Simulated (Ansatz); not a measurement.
A nudged elastic band was laid between two geometries of C4H7N (12 atoms, charge 0, multiplicity 1).

All numbers below come from RKS BLYP-D4/6-31G in Ansatz 0.2.0.

| Item | Value |
| --- | --- |
| movable images | 6 |
| climbing image | no |
| spring | 5.0 eV/Å² |
| optimiser | quadratic models (default) |
| start path | through a guess of the saddle point |
| force threshold | 0.05 eV/Å |
| iteration limit | 60 |
| end points | relaxed |

First end point:

```xyz
12
Properties=species:S:1:pos:R:3
C -1.374 -0.441 0.403
C 0.007 0.014 -0.059
C 1.191 -0.893 0.266
C 0.174 1.163 -0.707
N 0.305 2.152 -1.465
H -2.161 0.276 0.123
H -1.401 -0.570 1.502
H -1.629 -1.420 -0.046
H 1.286 -1.043 1.358
H 2.142 -0.483 -0.107
H 1.049 -1.892 -0.188
H 0.489 3.083 -1.044
```

Last end point:

```xyz
12
Properties=species:S:1:pos:R:3
C -1.371 -0.429 0.430
C 0.004 0.019 -0.058
C 1.165 -0.955 0.119
C 0.187 1.219 -0.601
N 0.323 2.271 -1.268
H -1.685 -1.354 -0.091
H -2.142 0.337 0.256
H -1.351 -0.657 1.514
H 1.311 -1.207 1.188
H 2.111 -0.547 -0.269
H 0.959 -1.903 -0.413
H 0.567 3.150 -0.773
```

**Question.** Which bonds break or form, and what moves?

**Answer.** No bond is made or broken. The dihedral H7–C1–C2–C4 goes from -120 to 1°. The two ends are copies of one structure, up to a mirror image or an exchange of like atoms.

**Question.** Give the energies along the band, and the barrier.

**Answer.** It converged. The highest image is number 4 of 0 to 7, 0.073 eV above the ends, which have the same energy within 2 meV. No image climbed, so the highest image needn't sit at the top of the path. Limits of this set-up: no polarisation functions.

```json
{"image": "0", "path coordinate (Å)": "0.00", "energy (eV)": "0.000", "dihedral H7–C1–C2–C4 (°)": "-120"}
{"image": "1", "path coordinate (Å)": "0.50", "energy (eV)": "0.014", "dihedral H7–C1–C2–C4 (°)": "-102"}
{"image": "2", "path coordinate (Å)": "1.01", "energy (eV)": "0.046", "dihedral H7–C1–C2–C4 (°)": "-85"}
{"image": "3", "path coordinate (Å)": "1.51", "energy (eV)": "0.073", "dihedral H7–C1–C2–C4 (°)": "-68"}
{"image": "4", "path coordinate (Å)": "2.02", "energy (eV)": "0.073", "dihedral H7–C1–C2–C4 (°)": "-52"}
{"image": "5", "path coordinate (Å)": "2.52", "energy (eV)": "0.046", "dihedral H7–C1–C2–C4 (°)": "-35"}
{"image": "6", "path coordinate (Å)": "3.02", "energy (eV)": "0.014", "dihedral H7–C1–C2–C4 (°)": "-17"}
{"image": "7", "path coordinate (Å)": "3.53", "energy (eV)": "0.000", "dihedral H7–C1–C2–C4 (°)": "1"}
```

**Question.** What is the geometry of the highest image?

**Answer.** 
```xyz
12
Properties=species:S:1:pos:R:3:forces:R:3
C -1.381 -0.427 0.433 0.00 0.01 -0.01
C 0.006 0.016 -0.048 -0.01 0.01 0.00
C 1.173 -0.953 0.124 0.01 -0.01 0.01
C 0.191 1.211 -0.603 0.00 -0.01 0.02
N 0.323 2.258 -1.278 -0.01 0.00 -0.03
H -2.072 -0.608 -0.412 0.01 -0.02 0.00
H -1.855 0.317 1.096 -0.01 0.01 -0.01
H -1.293 -1.369 0.998 0.00 0.00 0.02
H 1.327 -1.200 1.193 0.00 0.00 -0.01
H 2.115 -0.540 -0.269 0.00 0.00 0.00
H 0.973 -1.904 -0.405 0.00 0.00 0.00
H 0.568 3.144 -0.796 0.01 0.00 0.02
```

Time of the run: 2.5 min on 1 CPU thread of a shared host.
